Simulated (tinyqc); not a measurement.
Worked calculation: geometry optimisation on the RHF/sto-3g surface (energies and gradients from PySCF), for LiH, spin multiplicity 1. One step of it, computed by the program tinyqc.

Problem. Step 1: move. Quasi-Newton step p = -H^(-1) g (first H = 1 times the unit matrix); steps longer than 0.3 bohr are cut back.

positions at the start (bohr):
```
            x         y         z
1Li  0.000000  0.000000  0.000000
2H   0.000000  0.000000  2.804354
```

gradient (hartree/bohr):
```
              x           y            z
1Li  0.00000000  0.00000000   0.00612207
2H   0.00000000  0.00000000  -0.00612207
```

Give: positions after step 1.

Solution.

positions after step 1 (bohr):
```
          x       y        z
1Li  0.0000  0.0000  -0.0061
2H   0.0000  0.0000   2.8105
```
